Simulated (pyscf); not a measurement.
Thermochemistry of product channels of F–SiH₂–O–SiH₃ on the singlet surface, in kJ/mol, from ωB97M-D3(BJ)/def2-TZVP energies (ideal gas, 1 atm, RRHO with modes under 100 cm⁻¹ raised to 100, one conformer, R ln 2 for chiral ones without a mode under 150 cm⁻¹). Optimised with ωB97X-D3(BJ)/def2-SVP in PySCF.

```json
[
 {"products": "F–Si:–O–SiH₃ [singlet] + H₂", "ΔE": "+146.5", "ΔH(298 K)": "+132.2", "ΔG(600 K)": "+56.8", "ΔG(1200 K)": "-21.6"},
 {"products": "F–SiH₂–O–SiH: [singlet] + H₂", "ΔE": "+205.4", "ΔH(298 K)": "+189.6", "ΔG(600 K)": "+117.5", "ΔG(1200 K)": "+42.3"}
]
```

The channel to F–Si:–O–SiH₃ [singlet] + H₂ turns favourable between 298 and 1200 K (ΔG from +95.6 kJ/mol to -21.6 kJ/mol).

These are energies of the channels, which say nothing of barriers.
